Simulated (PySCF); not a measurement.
# Which determinant of NaF lies lowest?

Unrestricted PBE0; Na def2-SVPD, F def2-SVPD; no relativity (PySCF 2.14). Outer shells of the fragments: Na 3s1; F 2s2 2p5.

Followed along the bond (rough minima from three points):

| 2Ms+1 | unpaired | ⟨S²⟩ at the start | R at minimum (Å) | Te (eV) |
| --- | --- | --- | --- | --- |
| 1 | none | 0.00 | 1.94 | 0.00 |
| 3 | σ ↑, π ↑ | 2.00 | none in the scan | ≤ 4.89 |

Solutions found at the starting distance of 2.190 Å, counted from the lowest of them; the search is not exhaustive and high or unbound solutions are not listed, so other states can lie among these:

```
2Ms+1  unpaired   term  E (eV)  ⟨S²⟩  ⟨Lz²⟩  μ (D)
    1      none    ¹Σ⁺    0.00  0.00   0.00  -9.31
    3  σ ↑, π ↑     ³Π    4.75  2.00   1.00   1.94
    1  σ ↑, π ↓  mixed    4.77  1.00   1.00   2.10
    3      σ ↑↑    ³Σ⁺    4.98  2.00   0.00   2.01
    3      π ↑↑  mixed    6.36  2.00   2.00   0.59
    3      π ↑↑  mixed    6.42  2.00   2.00   0.77
```

A term symbol is given only where ⟨S²⟩ and ⟨Lz²⟩ are close to those of a pure state; real π, δ and φ orbitals otherwise mix terms. A positive dipole means Na(−)F(+).

Counting both spins, an empty level lies below a filled one in some of these solutions, because spin and occupation are held.
